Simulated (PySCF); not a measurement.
# State search for LiB

Unrestricted PBE0; basis Li 6-31G(d,p), B 6-31G(d,p); no relativity; PySCF 2.14. Outer shells of the fragments: Li 2s1; B 2s2 2p1.

Followed along the bond (rough minima from three points):

```tsv
2Ms+1	unpaired	⟨S²⟩ at the start	R at minimum (Å)	Te (eV)
3	σ ↑, π ↑	2.00	2.15	0.00
1	σ ↑, π ↓	1.01	2.16	0.32
1	none	0.18	2.46	0.50
3	π ↑↑	2.01	1.96	0.54
1	π ↑↓	1.00	1.97	0.79
```

Solutions found at the starting distance of 2.100 Å, counted from the lowest of them; the search is not exhaustive and high or unbound solutions are not listed, so other states can lie among these:

```
2Ms+1    unpaired   term  E (eV)  ⟨S²⟩  ⟨Lz²⟩  μ (D)
    3    σ ↑, π ↑     ³Π    0.00  2.00   1.00  -4.78
    1    σ ↑, π ↓  mixed    0.32  1.01   1.00  -4.77
    3        π ↑↑    ³Σ⁻    0.58  2.01   0.00  -4.62
    1        none    ¹Σ⁺    0.73  0.18   0.00  -2.47
    1        π ↑↓  mixed    0.83  1.00   2.01  -4.39
    3        σ ↑↑    ³Σ⁺    1.63  2.00   0.00   5.01
    1        none  mixed    1.67  0.00   2.00  -3.51
    3        π ↑↑  mixed    3.66  2.01   2.00   2.13
    3  σ ↑↑, π ↑↓  mixed    4.70  3.00   2.00  -4.52
    3        σ ↑↑  mixed    5.36  2.26   2.00  -3.02
    3  σ ↑↑↑, π ↓  mixed    7.01  3.00   1.00   4.55
```

A term symbol is given only where ⟨S²⟩ and ⟨Lz²⟩ are close to those of a pure state; real π, δ and φ orbitals otherwise mix terms. A positive dipole means Li(−)B(+).

Counting both spins, an empty level lies below a filled one in some of these solutions, because spin and occupation are held.
